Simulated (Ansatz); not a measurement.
in.yaml

```yaml
crystal:
  periodic: [false, false, false]
  atoms:
    - {symbol: H, position_ang: [0.000000, 0.000000, -1.141000]}
    - {symbol: H, position_ang: [0.000000, 0.000000, -0.396000]}
    - {symbol: Cl, position_ang: [0.000000, 0.000000, 1.537000]}
basis:
  gaussian: {orbitals: cc-pVDZ}
magnetization: {spin_polarized: true, initial_magnetization: 1}
correlation: {method: ccsdtq, electrons: outside_noble_gas}
```

```sh
$ ansatz run in.yaml --threads 2 --pin off --events-out ev --progress --plain --max-ram 16896MiB --backend cuda --devices 0, --max-vram 18GiB
```

Output:

```
469 factors; integrals over basis functions are off by at most 2.3e-7 eV
mean field evaluation 1: about -12532.3583 eV, gradient 7.2e0 eV
mean field evaluation 2: about -12532.3586 eV, gradient 7.2e0 eV
mean field evaluation 4: about -12533.1545 eV, gradient 1.1e0 eV
mean field evaluation 8: about -12533.1800 eV, gradient 9.5e-4 eV
mean field evaluation 16: about -12533.1790 eV, gradient 1.7e-1 eV
mean field evaluation 32: about -12533.1577 eV, gradient 1.7e0 eV
mean field evaluation 64: about -12532.8514 eV, gradient 9.6e-2 eV
mean field evaluation 96: about -12532.8514 eV, gradient 4.2e-2 eV
mean field -12533.18001274 eV, -460.5858701736 hartree, gradient 1.2e-6 eV, S^2 0.760976; 7 other end points of the search recorded, 0 dependent functions left out
determinant -12533.18001274 eV, -460.5858701736 hartree, with singles and doubles -12537.69722218 eV, -460.7518745587 hartree
determinant -12532.85144389 eV, -460.5737954912 hartree, with singles and doubles -12537.34254841 eV, -460.7388405380 hartree
determinant -12533.18001274 eV, -460.5858701736 hartree, with singles and doubles -12537.69722851 eV, -460.7518747913 hartree
determinant -12532.85144389 eV, -460.5737954912 hartree, with singles and doubles -12537.34254483 eV, -460.7388404066 hartree
5 core orbitals not correlated: weight in the atoms' cores, before any rotation towards them, 1.000 or more for the frozen orbitals, at most 0.000 for the correlated occupied ones
reference -12533.18001274 eV, -460.5858701736 hartree; 5, 4 occupied and 18, 19 virtual orbitals, 469 factors
second order -3.84677440 eV of doubles, -0.00000000 eV of singles
cycle   1  -4.35860584 eV  change   -5.1e-1 eV  update   4.5e-2
cycle   2  -4.55758988 eV  change   -2.0e-1 eV  update   1.7e-2
cycle   3  -4.57258041 eV  change   -1.5e-2 eV  update   6.0e-3
cycle   4  -4.57281920 eV  change   -2.4e-4 eV  update   2.9e-3
cycle   5  -4.57383903 eV  change   -1.0e-3 eV  update   1.4e-3
cycle   6  -4.57367907 eV  change    1.6e-4 eV  update   5.1e-4
cycle   7  -4.57354024 eV  change    1.4e-4 eV  update   2.1e-4
cycle   8  -4.57362031 eV  change   -8.0e-5 eV  update   6.4e-5
cycle   9  -4.57360843 eV  change    1.2e-5 eV  update   2.1e-5
cycle  10  -4.57360181 eV  change    6.6e-6 eV  update   7.2e-6
cycle  11  -4.57360281 eV  change   -1.0e-6 eV  update   2.7e-6
cycle  12  -4.57360271 eV  change    9.7e-8 eV  update   1.1e-6
Total energy: -12537.75361545 eV, -460.7539469732 hartree
```

For the same geometry and basis full CI lies 0.3 meV higher.

Ran on 2 threads of AMD EPYC 7R13 with a shared H100 80 GB, shared host: 13 s wall, 0.87 GiB peak host memory.
